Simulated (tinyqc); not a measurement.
UHF in the sto-3g basis, for H2F+, spin multiplicity 1, step by step. One step of it, computed by the program tinyqc.

Question. Iteration 2: building the Fock matrix. J_ij = sum D_kl (ij|kl) with D = D(alpha) + D(beta), K_ij = sum D_kl (ik|jl) for each spin; F = H + J - K(s); E = tr D H + tr D J / 2 - 0.5 sum_s tr D(s) K(s) + E_nn.

D(alpha) after iteration 1, lower triangle:
```
            1F 1s      1F 2s     1F 2px     1F 2py    1F 2pz     2H 1s     3H 1s
1F 1s    1.059679
1F 2s   -0.253429   1.088938
1F 2px   0.035306  -0.211389   0.765706
1F 2py   0.000000   0.000000   0.000000   0.766352
1F 2pz   0.008753  -0.043407  -0.147669   0.000000  0.943667
2H 1s    0.005576  -0.068487   0.312295   0.177803  0.053578  0.183569
3H 1s    0.005576  -0.068487   0.312295  -0.177803  0.053578  0.101064  0.183569
```

D(beta) after iteration 1, lower triangle:
```
            1F 1s      1F 2s     1F 2px     1F 2py    1F 2pz     2H 1s     3H 1s
1F 1s    1.059679
1F 2s   -0.253429   1.088938
1F 2px  -0.035306   0.211389   0.765706
1F 2py   0.000000   0.000000   0.000000   0.766352
1F 2pz   0.008753  -0.043407   0.147669   0.000000  0.943667
2H 1s    0.005576  -0.068487  -0.312295   0.177803  0.053578  0.183569
3H 1s    0.005576  -0.068487  -0.312295  -0.177803  0.053578  0.101064  0.183569
```

core Hamiltonian H = T + V (hartree), lower triangle:
```
             1F 1s       1F 2s     1F 2px     1F 2py     1F 2pz      2H 1s      3H 1s
1F 1s   -40.935351
1F 2s    -9.606320  -11.412593
1F 2px    0.000000    0.000000  -9.067572
1F 2py    0.000000    0.000000   0.000000  -9.163354
1F 2pz   -0.009250   -0.114763   0.000000   0.000000  -9.098447
2H 1s    -1.119320   -2.706415   0.000000  -1.650353  -0.961133  -4.758478
3H 1s    -1.119320   -2.706415   0.000000   1.650353  -0.961133  -0.754647  -4.758478
```

Two-electron integrals (ij|kl) in chemists' order, unique and non-zero (hartree):
```
(11|11) 5.403501    (21|11) 0.841920    (21|21) 0.156299    (22|11) 1.268028
(22|21) 0.292344    (22|22) 0.926167    (31|31) 0.027998    (32|31) 0.043169
(32|32) 0.204588    (33|11) 1.264502    (33|21) 0.292403    (33|22) 0.925959
(33|33) 0.997514    (41|41) 0.027998    (42|41) 0.043169    (42|42) 0.204588
(43|43) 0.053770    (44|11) 1.264502    (44|21) 0.292403    (44|22) 0.925959
(44|33) 0.889973    (44|44) 0.997514    (51|51) 0.027998    (52|51) 0.043169
(52|52) 0.204588    (53|53) 0.053770    (54|54) 0.053770    (55|11) 1.264502
(55|21) 0.292403    (55|22) 0.925959    (55|33) 0.889973    (55|44) 0.889973
(55|55) 0.997514    (61|11) 0.098473    (61|21) 0.018139    (61|22) 0.033755
(61|33) 0.033703    (61|41) 0.000636    (61|42) 0.001201    (61|44) 0.033825
(61|51) 0.000361    (61|52) 0.000682    (61|54) 0.000069    (61|55) 0.033742
(61|61) 0.002126    (62|11) 0.266257    (62|21) 0.062283    (62|22) 0.222179
(62|33) 0.218841    (62|41) 0.003684    (62|42) 0.029572    (62|44) 0.226246
(62|51) 0.002092    (62|52) 0.016789    (62|54) 0.004204    (62|55) 0.221228
(62|61) 0.007343    (62|62) 0.067344    (63|31) 0.006314    (63|32) 0.038196
(63|43) 0.006116    (63|53) 0.003473    (63|63) 0.009681    (64|11) 0.163700
(64|21) 0.038764    (64|22) 0.148043    (64|33) 0.141852    (64|41) 0.008311
(64|42) 0.056735    (64|44) 0.158751    (64|51) 0.001134    (64|52) 0.010526
(64|54) 0.006122    (64|55) 0.143356    (64|61) 0.004747    (64|62) 0.055138
(64|64) 0.054528    (65|11) 0.092942    (65|21) 0.022008    (65|22) 0.084052
(65|33) 0.080537    (65|41) 0.001134    (65|42) 0.010526    (65|44) 0.083186
(65|51) 0.006957    (65|52) 0.044172    (65|54) 0.007620    (65|55) 0.088336
(65|61) 0.002695    (65|62) 0.031305    (65|64) 0.025462    (65|65) 0.024137
(66|11) 0.447593    (66|21) 0.106391    (66|22) 0.438739    (66|33) 0.424731
(66|41) 0.007338    (66|42) 0.084148    (66|44) 0.456186    (66|51) 0.004166
(66|52) 0.047775    (66|54) 0.017859    (66|55) 0.434870    (66|61) 0.012600
(66|62) 0.176301    (66|64) 0.168221    (66|65) 0.095508    (66|66) 0.774606
(71|11) 0.098473    (71|21) 0.018139    (71|22) 0.033755    (71|33) 0.033703
(71|41) -0.000636   (71|42) -0.001201   (71|44) 0.033825    (71|51) 0.000361
(71|52) 0.000682    (71|54) -0.000069   (71|55) 0.033742    (71|61) 0.002096
(71|62) 0.007119    (71|64) 0.004259    (71|65) 0.002616    (71|66) 0.012141
(71|71) 0.002126    (72|11) 0.266257    (72|21) 0.062283    (72|22) 0.222179
(72|33) 0.218841    (72|41) -0.003684   (72|42) -0.029572   (72|44) 0.226246
(72|51) 0.002092    (72|52) 0.016789    (72|54) -0.004204   (72|55) 0.221228
(72|61) 0.007119    (72|62) 0.053070    (72|64) 0.030265    (72|65) 0.023841
(72|66) 0.110535    (72|71) 0.007343    (72|72) 0.067344    (73|31) 0.006314
(73|32) 0.038196    (73|43) -0.006116   (73|53) 0.003473    (73|63) 0.007309
(73|73) 0.009681    (74|11) -0.163700   (74|21) -0.038764   (74|22) -0.148043
(74|33) -0.141852   (74|41) 0.008311    (74|42) 0.056735    (74|44) -0.158751
(74|51) -0.001134   (74|52) -0.010526   (74|54) 0.006122    (74|55) -0.143356
(74|61) -0.004259   (74|62) -0.030265   (74|64) -0.010338   (74|65) -0.013369
(74|66) -0.059083   (74|71) -0.004747   (74|72) -0.055138   (74|74) 0.054528
(75|11) 0.092942    (75|21) 0.022008    (75|22) 0.084052    (75|33) 0.080537
(75|41) -0.001134   (75|42) -0.010526   (75|44) 0.083186    (75|51) 0.006957
(75|52) 0.044172    (75|54) -0.007620   (75|55) 0.088336    (75|61) 0.002616
(75|62) 0.023841    (75|64) 0.013369    (75|65) 0.017897    (75|66) 0.054418
(75|71) 0.002695    (75|72) 0.031305    (75|74) -0.025462   (75|75) 0.024137
(76|11) 0.068593    (76|21) 0.016203    (76|22) 0.063182    (76|33) 0.062087
(76|44) 0.063432    (76|51) 0.000868    (76|52) 0.008512    (76|55) 0.063961
(76|61) 0.001887    (76|62) 0.018943    (76|64) 0.013701    (76|65) 0.010106
(76|66) 0.053555    (76|71) 0.001887    (76|72) 0.018943    (76|74) -0.013701
(76|75) 0.010106    (76|76) 0.006792    (77|11) 0.447593    (77|21) 0.106391
(77|22) 0.438739    (77|33) 0.424731    (77|41) -0.007338   (77|42) -0.084148
(77|44) 0.456186    (77|51) 0.004166    (77|52) 0.047775    (77|54) -0.017859
(77|55) 0.434870    (77|61) 0.012141    (77|62) 0.110535    (77|64) 0.059083
(77|65) 0.054418    (77|66) 0.260896    (77|71) 0.012600    (77|72) 0.176301
(77|74) -0.168221   (77|75) 0.095508    (77|76) 0.053555    (77|77) 0.774606
```

nuclear repulsion = 8.45484324 hartree

Give: Coulomb J; exchange K(alpha); exchange K(beta); F(alpha); F(beta); total energy of this density.

Answer.

Coulomb J (hartree), lower triangle:
```
          1F 1s   1F 2s  1F 2px   1F 2py  1F 2pz   2H 1s   3H 1s
1F 1s   20.1088
1F 2s    3.8263  9.4670
1F 2px   0.0000  0.0000  9.4264
1F 2py   0.0000  0.0000  0.0000   9.4713
1F 2pz   0.0004  0.0292  0.0000   0.0000  9.4770
2H 1s    0.4444  2.2345  0.0000   1.4796  0.8486  4.4761
3H 1s    0.4444  2.2345  0.0000  -1.4796  0.8486  0.6337  4.4761
```

exchange K(alpha) (hartree), lower triangle:
```
          1F 1s    1F 2s   1F 2px   1F 2py  1F 2pz   2H 1s   3H 1s
1F 1s    5.5377
1F 2s    0.9526   1.5331
1F 2px  -0.0003  -0.0666   1.0861
1F 2py   0.0000   0.0000   0.0000   1.2037
1F 2pz   0.0010  -0.0097  -0.0869   0.0000  1.2792
2H 1s    0.1172   0.3795   0.0920   0.2639  0.1501  0.3351
3H 1s    0.1172   0.3795   0.0920  -0.2639  0.1501  0.0889  0.3351
```

exchange K(beta) (hartree), lower triangle:
```
         1F 1s    1F 2s   1F 2px   1F 2py  1F 2pz   2H 1s   3H 1s
1F 1s   5.5377
1F 2s   0.9526   1.5331
1F 2px  0.0003   0.0666   1.0861
1F 2py  0.0000   0.0000   0.0000   1.2037
1F 2pz  0.0010  -0.0097   0.0869   0.0000  1.2792
2H 1s   0.1172   0.3795  -0.0920   0.2639  0.1501  0.3351
3H 1s   0.1172   0.3795  -0.0920  -0.2639  0.1501  0.0889  0.3351
```

F(alpha) (hartree), lower triangle:
```
           1F 1s    1F 2s   1F 2px   1F 2py   1F 2pz    2H 1s    3H 1s
1F 1s   -26.3643
1F 2s    -6.7326  -3.4786
1F 2px    0.0003   0.0666  -0.7273
1F 2py    0.0000   0.0000   0.0000  -0.8958
1F 2pz   -0.0099  -0.0758   0.0869   0.0000  -0.9006
2H 1s    -0.7921  -0.8514  -0.0920  -0.4346  -0.2627  -0.6175
3H 1s    -0.7921  -0.8514  -0.0920   0.4346  -0.2627  -0.2098  -0.6175
```

F(beta) (hartree), lower triangle:
```
           1F 1s    1F 2s   1F 2px   1F 2py   1F 2pz    2H 1s    3H 1s
1F 1s   -26.3643
1F 2s    -6.7326  -3.4786
1F 2px   -0.0003  -0.0666  -0.7273
1F 2py    0.0000   0.0000   0.0000  -0.8958
1F 2pz   -0.0099  -0.0758  -0.0869   0.0000  -0.9006
2H 1s    -0.7921  -0.8514   0.0920  -0.4346  -0.2627  -0.6175
3H 1s    -0.7921  -0.8514   0.0920   0.4346  -0.2627  -0.2098  -0.6175
```

total energy of this density = -98.574214 hartree
